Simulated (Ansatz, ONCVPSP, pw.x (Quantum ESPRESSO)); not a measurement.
Equation-of-state test of one ONCV potential (Sc)

```json
{"Element": "scandium (Sc)", "Generator": "ONCVPSP 4.0.1", "Type": "optimised norm-conserving Vanderbilt (ONCV)", "Functional": "LDA (Perdew-Wang 92)", "Relativity": "scalar-relativistic", "Frozen core": "[Ne]", "Valence charge": "11", "Reference configuration": "3s2 3p6 3d1 4s0.5 (charge +1.5)", "Partial waves": "3s+4s: rc 2.00 bohr, ncon 3, nbas 7, qcut 4.6 1/bohr, 2 projectors; 3p: rc 1.70 bohr, ncon 4, nbas 7, qcut 7.7 1/bohr, 2 projectors, debl 2.6 Ha; 3d: rc 1.60 bohr, ncon 4, nbas 9, qcut 9.1 1/bohr, 2 projectors, debl 1 Ha", "Local potential": "polynomial inside 1.40 bohr (lpopt 5, dvloc0 0 Ha)", "Core correction": "Teter function, fcfact 4, rcfact 1.4"}
```

Atomic tests: cutoffs needed: 32 Ha and 36 Ha (the cutoffs (Ha) at which the residual kinetic energy of the hardest occupied pseudo-wave falls to 1 and 0.1 mHa per electron); ghost test: no bound ghost flagged; no localised positive-energy state flagged; largest excitation error: +16 meV (all-electron minus pseudo) for 3s2 3p5 3d1 4s2, out of 4 test configurations.

Crystal test: fcc Sc in pw.x 7.5, no spin, 13³ k-points, Fermi–Dirac smearing 0.01 Ry, cutoffs 85/340 Ry. The reference is all-electron LAPW (Ansatz 0.2.0) with the same functional, mesh and smearing; V0 and B0 come from Birch–Murnaghan fits to the pressures at five volumes. Errors are pseudo minus all-electron; Δ is the rms difference of the E(V) curves that follow from these fits, minima aligned, over ±6 % about the mean V0. Mesh and smearing are coarse, so the numbers serve the comparison and aren't converged zero-temperature values; the lattice is a test structure that the element need not adopt.

```json
{"V (Å³/atom)": "21.427", "P all-electron (GPa)": "3.16", "P pseudo (GPa)": "3.20"}
{"V (Å³/atom)": "21.991", "P all-electron (GPa)": "1.50", "P pseudo (GPa)": "1.54"}
{"V (Å³/atom)": "22.555", "P all-electron (GPa)": "0.00", "P pseudo (GPa)": "0.05"}
{"V (Å³/atom)": "23.119", "P all-electron (GPa)": "-1.35", "P pseudo (GPa)": "-1.30"}
{"V (Å³/atom)": "23.683", "P all-electron (GPa)": "-2.57", "P pseudo (GPa)": "-2.52"}
```

All-electron: a0 = 4.485 Å (V0 = 22.56 Å³/atom), B0 = 56.8 GPa.

Pseudopotential: mean pressure error (GPa): +0.05; a0 (Å): 4.486; a0 error (%): +0.03; B0 error (%): -0.2; Δ (meV/atom): 0.2.

At the middle volume, how do free energy and pressure move when the wave cutoff is lowered (ecutrho kept at four times it)?

| cutoff (Ry) | shift of F (meV/atom) | shift of P (GPa) |
| --- | --- | --- |
| 38 | +960.2 | -17.99 |
| 51 | +171.7 | -6.10 |
| 68 | +6.1 | -0.49 |

Input at the middle volume:

```
&control
  calculation='scf', prefix='x', pseudo_dir='./', outdir='./tmp', tstress=.true., disk_io='low'
/
&system
  ibrav=0, nat=1, ntyp=1, ecutwfc=85, ecutrho=340, nbnd=13,
  occupations='smearing', smearing='fd', degauss=0.01
/
&electrons
  conv_thr=1e-09, mixing_beta=0.4, electron_maxstep=70
/
ATOMIC_SPECIES
Sc 1.0 Sc.UPF
CELL_PARAMETERS angstrom
  0.00000000 2.24252665 2.24252665
  2.24252665 0.00000000 2.24252665
  2.24252665 2.24252665 0.00000000
ATOMIC_POSITIONS crystal
Sc 0.0000 0.0000 0.0000
K_POINTS automatic
13 13 13 0 0 0
```

```bash
pw.x < Sc.scf.in > Sc.scf.out
```

Lines of the output:

```
Message from routine setup:
     using ibrav=0 with symmetry is DISCOURAGED, use correct ibrav instead
     lattice parameter (alat)  =       5.9931  a.u.
     unit-cell volume          =     152.2087 (a.u.)^3
     number of electrons       =        11.00
     number of Kohn-Sham states=           13
     kinetic-energy cutoff     =      85.0000  Ry
     charge density cutoff     =     340.0000  Ry
     scf convergence threshold =      1.0E-09
     Exchange-correlation= SLA  PW   NOGX NOGC
     number of k points=    84  Fermi-Dirac smearing, width (Ry)=  0.0100
     iteration #  1     ecut=    85.00 Ry     beta= 0.40
     total energy              =     -97.87675341 Ry
     estimated scf accuracy    <       2.57553403 Ry
     iteration #  2     ecut=    85.00 Ry     beta= 0.40
     total energy              =     -98.01120786 Ry
     estimated scf accuracy    <       0.22078382 Ry
     iteration #  3     ecut=    85.00 Ry     beta= 0.40
     total energy              =     -98.06844670 Ry
     estimated scf accuracy    <       0.00832272 Ry
     iteration #  4     ecut=    85.00 Ry     beta= 0.40
     total energy              =     -98.07021312 Ry
     estimated scf accuracy    <       0.00340941 Ry
     iteration #  5     ecut=    85.00 Ry     beta= 0.40
     total energy              =     -98.07095487 Ry
     estimated scf accuracy    <       0.00004274 Ry
     iteration #  6     ecut=    85.00 Ry     beta= 0.40
     total energy              =     -98.07093234 Ry
     estimated scf accuracy    <       0.00004561 Ry
     iteration #  7     ecut=    85.00 Ry     beta= 0.40
     total energy              =     -98.07094094 Ry
     estimated scf accuracy    <       0.00000016 Ry
     iteration #  8     ecut=    85.00 Ry     beta= 0.40
     total energy              =     -98.07094079 Ry
     estimated scf accuracy    <       0.00000026 Ry
     iteration #  9     ecut=    85.00 Ry     beta= 0.40
     total energy              =     -98.07094087 Ry
     estimated scf accuracy    <       0.00000006 Ry
     iteration # 10     ecut=    85.00 Ry     beta= 0.40
     the Fermi energy is     9.9981 ev
!    total energy              =     -98.07094088 Ry
     estimated scf accuracy    <          3.8E-10 Ry
     smearing contrib. (-TS)   =      -0.00754041 Ry
     The total energy is F=E-TS. E is the sum of the following terms:
     one-electron contribution =     -36.57683917 Ry
     hartree contribution      =      20.91977798 Ry
     xc contribution           =     -16.95098617 Ry
     ewald contribution        =     -65.45535312 Ry
     convergence has been achieved in  10 iterations
          total   stress  (Ry/bohr**3)                   (kbar)     P=        0.49
```

The 8 pw.x runs together took about 3.4 min on one core of a shared server CPU.
